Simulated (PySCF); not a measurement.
**A rate constant, worked out**

An elementary step of BNH3Cl, closed shell (BNH₃Cl ([NH2][BH][Cl]) → BNHCl ([NH][B][Cl]) + H₂; B–H, N–H broken or loosened, H–H formed or tightened). The start structure is the reactant molecule, and the electronic barrier above it is 3.510 eV by CCSD(T) at an estimated basis limit (MP2 extrapolated from triple and quadruple zeta, plus CCSD(T) − MP2 in triple zeta). PySCF 2.14 with density fitting (its default auxiliary sets; JK sets also for MP2 and CCSD(T)); basis: def2-TZVPP and def2-QZVPP; cores frozen in the correlated methods. Extrapolation: Hartree–Fock as exp(−7.88 √X), correlation as X^−2.97. Harmonic wavenumbers (analytic Hessian with the translational sum rule) at PBE0-D4/def2-TZVP (PySCF 2.14 with density fitting (its default auxiliary sets; JK sets also for MP2 and CCSD(T))), in cm⁻¹:

Start: 351, 548, 611, 709, 888, 932, 1138, 1360, 1629, 2666, 3619, 3722.

Saddle: 1266i, 224, 426, 609, 704, 894, 949, 1188, 1599, 2119, 2274, 3610.

Task: Work out the transition-state-theory rate constant at 900 K from these numbers alone (harmonic vibrations; rotation, path degeneracy and anharmonicity left out), and the Wigner tunnelling factor. Use 1 cm⁻¹ = 1.2398 × 10⁻⁴ eV and k_B = 8.617 × 10⁻⁵ eV/K.

Result: Zero-point energies, half the sums: start 18173/2 cm⁻¹ = 1.1266 eV; saddle, real modes only, 14596/2 cm⁻¹ = 0.9048 eV.
Barrier with zero-point energy: 3.510 + 0.9048 − 1.1266 = 3.2882 eV.
k_BT = 0.07756 eV, so the barrier is 42.40 k_BT.
Vibrational partition functions from the zero-point level, ln q = −Σ ln(1 − exp(−hν/k_BT)): start 3.171, saddle 3.601.
k = (k_BT/h) exp(ln q‡ − ln q) exp(−E0/k_BT), with log₁₀(k_BT/h in s⁻¹) = 13.27: log₁₀ k = 13.27 + (0.430 − 42.40)/2.3026 = -4.96, so k ≈ 1 × 10^(-5) s⁻¹.
Wigner factor: 1 + (hν‡/k_BT)²/24 = 1 + (2.02)²/24 = 1.17. A change of 1 kcal/mol (0.043 eV) in the barrier would change k by a factor of 1.7 at this temperature.

No T1 diagnostic of these runs exceeds 0.015.

Labels in which every atom is bracketed show which atoms are joined, not bond orders.

For scale, one of the runs: CCSD(T)/def2-TZVPP, 146 basis functions, launched by `OMP_NUM_THREADS=4 python run.py`. Time: 75 s of wall clock on 4 CPU threads of an Arm Neoverse V2; the host was shared. Peak host memory: 0.87 GiB.
